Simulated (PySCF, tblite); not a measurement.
# C₂H₄F₂O: dynamics, then NMR shifts on frames

Aim: move C₂H₄F₂O (`COC(F)F`) away from its starting geometry and see how NMR shifts follow the geometry.

Computed with tblite 0.8.0 and PySCF 2.14.0, with density-fitted response routines of our own, on a single molecule in the gas phase. Atoms count from 0, in the outputs and in this text.

**1. The starting structure**

9 atoms, charge 0, multiplicity 1; geometry from: GFN2-xTB.

Bonds of the start (Å): C0–O1 1.42, O1–C2 1.35, C2–F3 1.36, C2–F4 1.34, C0–H5 1.09, C0–H6 1.09, C0–H7 1.09, C2–H8 1.11.

**2. A short Langevin run with GFN2-xTB**

What the job is given:

```
{"job": {"kind": "md", "xc": "GFN2-xTB", "basis": "xTB", "temperature": 600, "steps": 2000, "every": 50, "frames": 5}, "charge": 0, "multiplicity": 1}
C      1.173716    -0.193390     0.198479
O     -0.153136    -0.637599     0.440327
C     -1.105592     0.141797    -0.103701
F     -1.156817     0.007809    -1.459957
F     -2.297350    -0.253967     0.354662
H      1.405541    -0.219644    -0.869148
H      1.317363     0.821751     0.581805
H      1.816074    -0.887613     0.732940
H     -0.986238     1.226848     0.099414
```

With the program's defaults for keys left out, this is: GFN2-xTB Langevin dynamics, gas phase.

Launch:

```console
$ OMP_NUM_THREADS=1 python probes_run.py task.json out
```

This one command runs all jobs of the session in turn.

Log:

```text
t/fs     T/K      E/eV
    0.0   558.2   -540.17052
   25.0   561.1   -539.93188
   50.0   550.3   -539.84354
   75.0   486.4   -539.90179
  100.0   292.3   -539.77686
  125.0   211.7   -539.76644
  150.0   342.6   -539.75898
  175.0   575.1   -539.93773
  200.0   249.3   -539.86678
  225.0   329.1   -539.82875
  250.0   587.9   -539.85740
  275.0   361.2   -539.63113
  300.0   532.0   -539.63527
  325.0   423.1   -539.50763
  350.0   624.2   -539.63916
  375.0   540.8   -539.48988
  400.0   477.5   -539.71326
  425.0   525.8   -539.58761
  450.0   491.5   -539.39567
  475.0   681.9   -539.53753
  500.0   760.8   -539.61711
  525.0   467.0   -539.43695
  550.0   615.4   -539.79758
  575.0   782.8   -539.92927
  600.0   597.6   -539.52868
  625.0   621.8   -539.50467
  650.0   649.1   -539.58509
  675.0   786.4   -539.78042
  700.0   556.4   -539.60081
  725.0   513.5   -539.56024
  750.0   464.2   -539.39395
  775.0   763.4   -539.62927
  800.0   722.7   -539.60585
  825.0   504.6   -539.53743
  850.0   441.0   -539.51992
  875.0   490.3   -539.52429
  900.0   612.3   -539.44187
  925.0   488.8   -539.15921
  950.0   628.9   -539.63376
  975.0   662.2   -539.67222
 1000.0   624.0   -539.44753
```

Run time: 11 s. Hardware: 1 thread of Intel Xeon Platinum 8259CL at 2.50GHz, shared host; peak memory 0.18 GiB.

Distance from the start (root mean square after alignment): 0 fs 0.00 Å, 200 fs 0.92 Å, 400 fs 1.07 Å, 600 fs 0.90 Å, 800 fs 0.58 Å, 1000 fs 0.66 Å.

Positions (Å) and forces (eV/Å) at 1000 fs:

```xyz
9

C    -0.926   -0.688    1.169   -5.305   -1.483    1.856
O    -1.864   -0.070    0.336   -0.667    1.378   -1.422
C    -2.062    1.265    0.342   -1.248   -0.244   -2.073
F    -1.786    1.776   -0.920    1.192   -0.155    0.443
F    -3.388    1.588    0.315   -0.471   -0.710    0.957
H    -0.984   -1.713    0.883    0.699   -0.638   -0.519
H    -0.058   -0.237    1.280    4.093    1.824    0.021
H    -1.478   -0.684    2.147    0.820   -0.103    0.208
H    -1.657    1.906    1.103    0.888    0.130    0.530
```

**3. Nuclear shieldings: 250 fs, PBE0/pcSseg-1**

What the job is given:

```
{"job": {"kind": "nmr", "xc": "PBE0", "basis": "pcSseg-1", "pop": false}, "charge": 0, "multiplicity": 1}
C      0.864300    -0.676500     0.936200
O     -0.480800    -0.986600     0.501900
C     -1.172500    -0.121800    -0.203400
F     -1.102900    -0.440600    -1.594600
F     -2.489400    -0.269500     0.038900
H      1.328400    -1.489300     1.508100
H      1.530800    -0.422500     0.133900
H      0.830300     0.250000     1.591200
H     -0.919900     0.890500    -0.227000
```

Level: GIAO PBE0/pcSseg-1 NMR shielding, non-relativistic, gas phase.

Log:

```text
coarse grid: 7912 points
cycle   1  E = -352.9477289583  dE =  6.355e-01  |g| = 8.334e-01  |ddm| = 2.386e+00
cycle   2  E = -352.8350227281  dE =  1.127e-01  |g| = 1.215e+00  |ddm| = 9.771e-01
cycle   3  E = -353.0625406507  dE = -2.275e-01  |g| = 4.031e-02  |ddm| = 5.804e-01
cycle   4  E = -353.0626461289  dE = -1.055e-04  |g| = 3.263e-02  |ddm| = 3.602e-02
cycle   5  E = -353.0628003284  dE = -1.542e-04  |g| = 6.235e-03  |ddm| = 1.897e-02
cycle   6  E = -353.0628063416  dE = -6.013e-06  |g| = 1.072e-03  |ddm| = 3.332e-03
final grid: 78320 points
cycle   7  E = -353.1166061708  dE = -3.132e-05  |g| = 8.921e-03  |ddm| = 1.438e-02
cycle   8  E = -353.1165958905  dE =  1.028e-05  |g| = 1.208e-02  |ddm| = 9.656e-03
cycle   9  E = -353.1166201848  dE = -2.429e-05  |g| = 6.739e-04  |ddm| = 5.575e-03
cycle  10  E = -353.1166202729  dE = -8.803e-08  |g| = 2.419e-04  |ddm| = 6.375e-04
cycle  11  E = -353.1166202833  dE = -1.041e-08  |g| = 9.272e-05  |ddm| = 1.822e-04
cycle  12  E = -353.1166202845  dE = -1.194e-09  |g| = 1.849e-05  |ddm| = 4.880e-05
cycle  13  E = -353.1166202845  dE = -5.389e-11  |g| = 5.775e-06  |ddm| = 1.257e-05
converged SCF energy = -353.1166202845

GIAO shielding tensors (ppm)
atom      isotropic    diamagn.    paramagn.     s11        s22        s33       span
  0 C      126.821     245.994    -119.172     94.594    100.264    185.606     91.012
  1 O      253.876     393.393    -139.517    175.336    264.514    321.776    146.440
  2 C       59.691     239.455    -179.764     35.795     68.473     74.806     39.011
  3 F      235.703     474.710    -239.007    112.472    217.076    377.562    265.090
  4 F      261.800     469.632    -207.832    158.458    287.622    339.320    180.862
  5 H       27.351      27.372      -0.022     24.080     24.932     33.039      8.959
  6 H       28.213      30.451      -2.238     24.584     25.996     34.059      9.475
  7 H       27.204      28.340      -1.136     23.233     25.124     33.255     10.022
  8 H       26.276      30.413      -4.136     24.493     25.066     29.269      4.776
```

It took 7.6 s on 1 thread of Intel Xeon Platinum 8259CL at 2.50GHz, shared host; peak memory 0.48 GiB.

The references, computed at this level on geometries of the same kind, shield at (ppm): ¹H TMS 31.72, ¹³C TMS 186.9, ¹⁹F CFCl3 170.9, ¹⁷O H2O 336.1. Their shielding less the atom's gives the shift. The references are single molecules in the gas phase, so shifts against H2O, NH3, PH3, H3PO4 or CFCl3 are not on the usual liquid scales and can be off by tens of ppm. Each atom is listed at this fixed geometry, with no averaging over motion; a spectrum would average atoms that exchange fast.

| atoms | environment | σ (ppm) | δ (ppm) |
| --- | --- | --- | --- |
| C2 | sp3 CH bonded to 2 F and O | 59.7 | 127.2 |
| C0 | methyl carbon bonded to O | 126.8 | 60.1 |
| H8 | hydrogen on an sp3 CH bonded to 2 F and O | 26.28 | 5.44 |
| H7 | hydrogen on a methyl carbon bonded to O | 27.20 | 4.51 |
| H5 | hydrogen on a methyl carbon bonded to O | 27.35 | 4.37 |
| H6 | hydrogen on a methyl carbon bonded to O | 28.21 | 3.50 |
| O1 | ether oxygen | 253.9 | 82.2 |
| F3 | fluorine of a CF2 group | 235.7 | -64.8 |
| F4 | fluorine of a CF2 group | 261.8 | -90.9 |

**4. Nuclear shieldings: 425 fs, PBE0/pcSseg-1**

What the job is given:

```
{"job": {"kind": "nmr", "xc": "PBE0", "basis": "pcSseg-1", "pop": false}, "charge": 0, "multiplicity": 1}
C      0.684100    -1.255200     0.228200
O     -0.752600    -1.390700     0.043100
C     -1.380600    -0.208300    -0.206800
F     -1.028200     0.279800    -1.451000
F     -2.622600    -0.548700    -0.316500
H      0.937100    -1.993600     1.015600
H      1.203400    -1.227000    -0.743700
H      1.039900    -0.291700     0.639600
H     -1.313200     0.683800     0.317900
```

With the program's defaults for keys left out, this is: GIAO PBE0/pcSseg-1 NMR shielding, non-relativistic, gas phase.

Log:

```text
coarse grid: 7912 points
cycle   1  E = -352.9464053442  dE =  7.167e-01  |g| = 8.185e-01  |ddm| = 2.402e+00
cycle   2  E = -352.8428851125  dE =  1.035e-01  |g| = 1.170e+00  |ddm| = 9.503e-01
cycle   3  E = -353.0557061516  dE = -2.128e-01  |g| = 4.401e-02  |ddm| = 5.707e-01
cycle   4  E = -353.0558561506  dE = -1.500e-04  |g| = 3.408e-02  |ddm| = 3.650e-02
cycle   5  E = -353.0560407945  dE = -1.846e-04  |g| = 6.315e-03  |ddm| = 1.927e-02
cycle   6  E = -353.0560464909  dE = -5.696e-06  |g| = 1.822e-03  |ddm| = 4.100e-03
final grid: 78320 points
cycle   7  E = -353.1086132446  dE = -2.356e-05  |g| = 1.024e-02  |ddm| = 1.448e-02
cycle   8  E = -353.1085929674  dE =  2.028e-05  |g| = 1.504e-02  |ddm| = 1.179e-02
cycle   9  E = -353.1086310783  dE = -3.811e-05  |g| = 9.301e-04  |ddm| = 7.432e-03
cycle  10  E = -353.1086312490  dE = -1.707e-07  |g| = 2.546e-04  |ddm| = 7.385e-04
cycle  11  E = -353.1086312579  dE = -8.880e-09  |g| = 8.775e-05  |ddm| = 1.574e-04
cycle  12  E = -353.1086312589  dE = -1.041e-09  |g| = 1.533e-05  |ddm| = 4.820e-05
cycle  13  E = -353.1086312590  dE = -4.047e-11  |g| = 5.524e-06  |ddm| = 1.134e-05
converged SCF energy = -353.1086312590

GIAO shielding tensors (ppm)
atom      isotropic    diamagn.    paramagn.     s11        s22        s33       span
  0 C      129.386     247.329    -117.942     94.037    105.121    189.001     94.964
  1 O      245.091     394.288    -149.197    180.649    236.409    318.215    137.567
  2 C       64.249     236.563    -172.314     44.142     63.236     85.371     41.229
  3 F      261.573     476.010    -214.437    171.079    238.176    375.464    204.385
  4 F      280.606     467.531    -186.926    206.011    303.708    332.098    126.086
  5 H       27.014      27.536      -0.523     22.882     24.841     33.318     10.435
  6 H       27.235      28.719      -1.484     23.343     25.213     33.151      9.808
  7 H       28.021      30.986      -2.965     25.260     25.724     33.078      7.819
  8 H       26.188      30.088      -3.900     23.193     24.914     30.457      7.264
```

Run time: 9.8 s. Hardware: 1 thread of Intel Xeon Platinum 8259CL at 2.50GHz, shared host; peak memory 0.49 GiB.

This run: δ C2 122.7, C0 57.5, O1 91.0, F3 -90.6, H8 5.53, H5 4.70 ppm.

**5. Nuclear shieldings: 625 fs, PBE0/pcSseg-1**

What the job is given:

```
{"job": {"kind": "nmr", "xc": "PBE0", "basis": "pcSseg-1", "pop": false}, "charge": 0, "multiplicity": 1}
C     -0.015400    -1.341200     0.595700
O     -1.352400    -1.147800     0.285800
C     -1.504400     0.221900    -0.012400
F     -1.103400     0.451300    -1.300000
F     -2.817400     0.528100    -0.059500
H      0.194500    -2.413000     0.620300
H      0.566100    -1.211200    -0.344300
H      0.226200    -0.916800     1.535000
H     -0.881600     0.833100     0.801100
```

With the program's defaults for keys left out, this is: GIAO PBE0/pcSseg-1 NMR shielding, non-relativistic, gas phase.

Log:

```text
coarse grid: 7912 points
cycle   1  E = -352.9221499315  dE =  6.573e-01  |g| = 8.663e-01  |ddm| = 2.400e+00
cycle   2  E = -352.7731124974  dE =  1.490e-01  |g| = 1.315e+00  |ddm| = 1.058e+00
cycle   3  E = -353.0512087280  dE = -2.781e-01  |g| = 4.048e-02  |ddm| = 6.458e-01
cycle   4  E = -353.0513510030  dE = -1.423e-04  |g| = 3.107e-02  |ddm| = 3.472e-02
cycle   5  E = -353.0514999031  dE = -1.489e-04  |g| = 8.023e-03  |ddm| = 1.872e-02
cycle   6  E = -353.0515095582  dE = -9.655e-06  |g| = 1.585e-03  |ddm| = 5.088e-03
final grid: 78320 points
cycle   7  E = -353.1053459245  dE = -2.531e-05  |g| = 1.029e-02  |ddm| = 1.441e-02
cycle   8  E = -353.1053250690  dE =  2.086e-05  |g| = 1.523e-02  |ddm| = 1.221e-02
cycle   9  E = -353.1053634383  dE = -3.837e-05  |g| = 6.516e-04  |ddm| = 7.643e-03
cycle  10  E = -353.1053635114  dE = -7.306e-08  |g| = 2.919e-04  |ddm| = 5.754e-04
cycle  11  E = -353.1053635252  dE = -1.379e-08  |g| = 6.590e-05  |ddm| = 1.714e-04
cycle  12  E = -353.1053635258  dE = -6.230e-10  |g| = 1.818e-05  |ddm| = 4.070e-05
converged SCF energy = -353.1053635258

GIAO shielding tensors (ppm)
atom      isotropic    diamagn.    paramagn.     s11        s22        s33       span
  0 C      137.168     246.853    -109.685    105.783    109.936    195.785     90.002
  1 O      226.156     394.376    -168.220    125.628    229.869    322.971    197.342
  2 C       48.170     240.207    -192.038     32.992     45.762     65.754     32.762
  3 F      262.413     474.584    -212.170    193.269    222.575    371.397    178.128
  4 F      255.839     468.449    -212.610    174.081    258.025    335.412    161.331
  5 H       27.594      27.992      -0.398     24.524     25.494     32.764      8.240
  6 H       27.011      30.653      -3.642     22.317     26.214     32.503     10.186
  7 H       28.674      30.426      -1.752     24.674     25.923     35.425     10.751
  8 H       23.967      26.214      -2.247     21.588     22.659     27.654      6.066
```

It took 9.4 s on 1 thread of Intel Xeon Platinum 8259CL at 2.50GHz, shared host; peak memory 0.49 GiB.

This run: δ C2 138.8, C0 49.8, O1 109.9, F4 -84.9, H8 7.75, H6 4.71 ppm.

**6. Nuclear shieldings: 800 fs, PBE0/pcSseg-1**

What the job is given:

```
{"job": {"kind": "nmr", "xc": "PBE0", "basis": "pcSseg-1", "pop": false}, "charge": 0, "multiplicity": 1}
C     -0.766100    -1.297400     0.793200
O     -1.890500    -0.485300     0.519200
C     -1.724800     0.880200     0.181600
F     -1.241700     1.145300    -0.995700
F     -2.892300     1.398700     0.459800
H     -1.012500    -2.222000     0.298000
H      0.138300    -0.688400     0.504100
H     -0.693100    -1.515700     1.851900
H     -0.925500     1.346600     0.847900
```

Method: GIAO PBE0/pcSseg-1 NMR shielding, non-relativistic, gas phase.

Log:

```text
coarse grid: 7912 points
cycle   1  E = -352.9404576720  dE =  7.434e-01  |g| = 8.294e-01  |ddm| = 2.425e+00
cycle   2  E = -352.8287052895  dE =  1.118e-01  |g| = 1.185e+00  |ddm| = 9.865e-01
cycle   3  E = -353.0543543084  dE = -2.256e-01  |g| = 6.762e-02  |ddm| = 6.092e-01
cycle   4  E = -353.0547379718  dE = -3.837e-04  |g| = 4.951e-02  |ddm| = 5.790e-02
cycle   5  E = -353.0551115788  dE = -3.736e-04  |g| = 4.679e-03  |ddm| = 2.646e-02
cycle   6  E = -353.0551150690  dE = -3.490e-06  |g| = 5.249e-04  |ddm| = 3.046e-03
final grid: 78320 points
cycle   7  E = -353.1068605077  dE = -1.978e-05  |g| = 1.010e-02  |ddm| = 1.458e-02
cycle   8  E = -353.1068421242  dE =  1.838e-05  |g| = 1.459e-02  |ddm| = 1.177e-02
cycle   9  E = -353.1068780289  dE = -3.590e-05  |g| = 9.918e-04  |ddm| = 7.297e-03
cycle  10  E = -353.1068782315  dE = -2.027e-07  |g| = 1.554e-04  |ddm| = 7.257e-04
cycle  11  E = -353.1068782343  dE = -2.788e-09  |g| = 7.682e-05  |ddm| = 1.099e-04
cycle  12  E = -353.1068782351  dE = -8.228e-10  |g| = 1.064e-05  |ddm| = 4.173e-05
converged SCF energy = -353.1068782351

GIAO shielding tensors (ppm)
atom      isotropic    diamagn.    paramagn.     s11        s22        s33       span
  0 C      129.934     246.625    -116.691     95.371    111.964    182.467     87.096
  1 O      238.664     393.324    -154.661    154.638    217.569    343.784    189.145
  2 C       61.789     242.754    -180.966     45.456     55.560     84.350     38.894
  3 F      285.447     474.676    -189.229    226.994    291.475    337.871    110.877
  4 F      281.124     466.374    -185.249    219.427    294.568    329.377    109.950
  5 H       27.396      29.527      -2.131     22.753     26.025     33.411     10.658
  6 H       27.076      30.478      -3.402     22.926     25.836     32.467      9.541
  7 H       28.039      29.331      -1.292     24.042     26.236     33.839      9.796
  8 H       25.291      28.693      -3.402     22.041     24.198     29.634      7.593
```

Wall time 10 s (1 thread of Intel Xeon Platinum 8259CL at 2.50GHz, shared host); peak memory 0.49 GiB.

Key values: δ C2 125.1, C0 57.0, O1 97.4, F4 -110.2, H8 6.43, H6 4.64 ppm.

**7. NMR shieldings: 1000 fs, PBE0/pcSseg-1**

What the job is given:

```
{"job": {"kind": "nmr", "xc": "PBE0", "basis": "pcSseg-1", "pop": false}, "charge": 0, "multiplicity": 1}
C     -0.925800    -0.687500     1.168800
O     -1.863700    -0.070100     0.335700
C     -2.062200     1.265300     0.342200
F     -1.785600     1.775800    -0.920000
F     -3.387800     1.588000     0.314700
H     -0.983600    -1.713200     0.883100
H     -0.058000    -0.237000     1.279900
H     -1.477500    -0.684100     2.147000
H     -1.656500     1.906000     1.102600
```

Method: GIAO PBE0/pcSseg-1 NMR shielding, non-relativistic, gas phase.

Log:

```text
coarse grid: 7912 points
cycle   1  E = -352.9186879903  dE =  7.494e-01  |g| = 8.590e-01  |ddm| = 2.411e+00
cycle   2  E = -352.7916635906  dE =  1.270e-01  |g| = 1.268e+00  |ddm| = 1.027e+00
cycle   3  E = -353.0424097847  dE = -2.507e-01  |g| = 3.104e-02  |ddm| = 6.095e-01
cycle   4  E = -353.0425617372  dE = -1.520e-04  |g| = 1.276e-02  |ddm| = 2.527e-02
cycle   5  E = -353.0425863432  dE = -2.461e-05  |g| = 6.700e-03  |ddm| = 1.102e-02
cycle   6  E = -353.0425933978  dE = -7.055e-06  |g| = 1.278e-03  |ddm| = 3.732e-03
final grid: 78320 points
cycle   7  E = -353.0961825629  dE = -3.127e-05  |g| = 9.077e-03  |ddm| = 1.528e-02
cycle   8  E = -353.0961717046  dE =  1.086e-05  |g| = 1.237e-02  |ddm| = 9.797e-03
cycle   9  E = -353.0961966411  dE = -2.494e-05  |g| = 7.058e-04  |ddm| = 5.742e-03
cycle  10  E = -353.0961967395  dE = -9.833e-08  |g| = 2.327e-04  |ddm| = 6.365e-04
cycle  11  E = -353.0961967492  dE = -9.748e-09  |g| = 8.957e-05  |ddm| = 1.774e-04
cycle  12  E = -353.0961967503  dE = -1.094e-09  |g| = 1.834e-05  |ddm| = 4.722e-05
cycle  13  E = -353.0961967504  dE = -5.673e-11  |g| = 5.177e-06  |ddm| = 1.327e-05
converged SCF energy = -353.0961967504

GIAO shielding tensors (ppm)
atom      isotropic    diamagn.    paramagn.     s11        s22        s33       span
  0 C      137.515     240.031    -102.516    106.962    111.385    194.198     87.236
  1 O      254.409     395.495    -141.086    152.129    260.062    351.036    198.908
  2 C       57.037     232.375    -175.338     32.505     63.696     74.910     42.405
  3 F      233.427     474.281    -240.854    111.671    235.378    353.230    241.559
  4 F      245.607     466.381    -220.774    129.742    268.960    338.120    208.378
  5 H       27.878      28.297      -0.418     23.928     25.917     33.790      9.862
  6 H       30.277      32.744      -2.467     26.787     27.714     36.329      9.543
  7 H       27.064      26.312       0.752     21.672     25.936     33.585     11.913
  8 H       25.639      27.044      -1.405     23.080     24.964     28.874      5.795
```

Run time: 12 s. Hardware: 1 thread of Intel Xeon Platinum 8259CL at 2.50GHz, shared host; peak memory 0.49 GiB.

This run: δ C2 129.9, C0 49.4, O1 81.7, F3 -62.5, H8 6.08, H7 4.65 ppm.

**8. Comparing the runs: NMR shifts**

Shifts (ppm) of some atoms, chosen among heavy atoms and hydrogens apart, with basis size and wall time:

| frame | C2 | C0 | H8 | H6 | O1 | F3 | F4 | functions | time |
| --- | --- | --- | --- | --- | --- | --- | --- | --- | --- |
| 250 fs | 127.2 | 60.1 | 5.44 | 3.50 | 82.2 | -64.8 | -90.9 | 105 | 7.6 s |
| 425 fs | 122.7 | 57.5 | 5.53 | 4.48 | 91.0 | -90.6 | -109.7 | 105 | 9.8 s |
| 625 fs | 138.8 | 49.8 | 7.75 | 4.71 | 109.9 | -91.5 | -84.9 | 105 | 9.4 s |
| 800 fs | 125.1 | 57.0 | 6.43 | 4.64 | 97.4 | -114.5 | -110.2 | 105 | 10 s |
| 1000 fs | 129.9 | 49.4 | 6.08 | 1.44 | 81.7 | -62.5 | -74.7 | 105 | 12 s |

**9. Results**

| quantity | value |
| --- | --- |
| thermostat | 600 K |
| mean temperature, second half | 607 K |
| mean potential energy above the minimum | 0.60 eV |
| ¹³C shifts against TMS (PBE0/pcSseg-1, 250 fs) | 127.2, 60.1 ppm |
| ¹H shifts against TMS (PBE0/pcSseg-1, 250 fs) | 5.44, 4.51, 4.37, 3.50 ppm |
| ¹⁷O shifts against H2O (PBE0/pcSseg-1, 250 fs) | 82.2 ppm |
| ¹⁹F shifts against CFCl3 (PBE0/pcSseg-1, 250 fs) | -64.8, -90.9 ppm |
| range of the shift of F3 | -114.5 to -62.5 ppm |

In the second half the potential energy averages 0.60 eV above the minimum; equipartition over 21 harmonic modes at 600 K would give 0.54 eV. With 9 atoms the temperature swings widely (212 to 786 K). Shifts at one fixed geometry are not the observed spectrum, which averages over the motion. In the first frame run (250 fs): The largest span, 265 ppm, is at F3, where the paramagnetic term is -239 ppm. Across the 5 runs the shift of F3 moves most, between -114.5 (800 fs) and -62.5 ppm (1000 fs).
